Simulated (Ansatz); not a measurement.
B20 (FeSi-type) FeSi, treated with r²SCAN (Ansatz, a quantum-chemistry and plane-wave program, PAW).

Numerical settings: plane-wave cutoff 560 eV, 8×8×8 k mesh, Fermi–Dirac smearing 0.01 eV, no spin polarisation, scalar-relativistic PAW data made under PBE.

Cell (relaxed at this level):

```cif
data_Fe4Si4
_chemical_formula_sum 'Fe4 Si4'
_space_group_name_H-M_alt 'P213'
_space_group_IT_number 198
_space_group_name_Hall 'P 2ac 2ab 3'
_cell_length_a 4.40299
_cell_length_b 4.40299
_cell_length_c 4.40299
_cell_angle_alpha 90.000
_cell_angle_beta 90.000
_cell_angle_gamma 90.000
loop_
_atom_site_label
_atom_site_type_symbol
_atom_site_symmetry_multiplicity
_atom_site_Wyckoff_symbol
_atom_site_fract_x
_atom_site_fract_y
_atom_site_fract_z
_atom_site_occupancy
Fe1 Fe 4 a 0.13666 0.13666 0.13666 1
Si1 Si 4 a 0.84115 0.84115 0.84115 1
```

Task: What does this level give for the smallest direct gap on the k points sampled, bulk modulus, direct gap at Γ and pressure derivative B′ of the bulk modulus?

Result: 
- smallest direct gap on the k points sampled: 0.35 eV
- bulk modulus: 244 GPa
- direct gap at Γ: 0.97 eV
- pressure derivative B′ of the bulk modulus: 4.8

Measured, for comparison: bulk modulus 178 GPa (room temperature, not corrected to a static lattice, our sources range from 169 to 185; as tabulated in Study of the compressibility of FeSi, MnSi, and CoS2 (JETP Letters), abstract). Computed (rounded) less measured: bulk modulus +37 % (+32 % to +44 % over the range).

Note: the bulk modulus comes from volumes at which shape and atoms were relaxed.

Static lattice: no zero-point or thermal effects.

The result took around 17 core-minutes (rough).
